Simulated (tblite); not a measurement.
# C2H2BF3: the cost of one run

Programs: tblite 0.8.0 and PySCF 2.14.0. All values are calculated, for the isolated system unless a continuum is named. Atoms count from 0, parts from 1.

## 1. Starting point

8 atoms, charge 0, multiplicity 1; geometry: rigid parts in contact. Parts: 1 = atoms 0–3, `FB(F)F`, charge 0; 2 = atoms 4–7, `C#C`, charge 0.

## 2. Docking the parts with GFN2-xTB

The job: settings as JSON, then the geometry in Å.

```
{"job": {"kind": "dock", "xc": "GFN2-xTB", "basis": "xTB"}, "charge": 0, "multiplicity": 1, "parts": [{"atoms": "0-3", "charge": 0, "multiplicity": 1}, {"atoms": "4-7", "charge": 0, "multiplicity": 1}]}
F     -0.736435     0.924126    -0.542788
B      0.000116     0.000048     0.000064
F     -0.368020    -1.245424    -0.064299
F      1.104338     0.321249     0.607023
C      3.457763     1.057693    -0.793542
C      3.915950     1.075975     0.308655
H      3.055058     1.041393    -1.762768
H      4.319024     1.092198     1.277729
```

Level: GFN2-xTB search for minima from random contacts, gas phase.

Run with:

```sh
OMP_NUM_THREADS=1 python cluster_run.py task.json out
```

One launch serves the whole session: the jobs run in the order shown.

Q: Estimate the wall time of this first job on 1 thread of Intel Xeon Platinum 8259CL at 2.50GHz, shared host.

About 7.8 s.
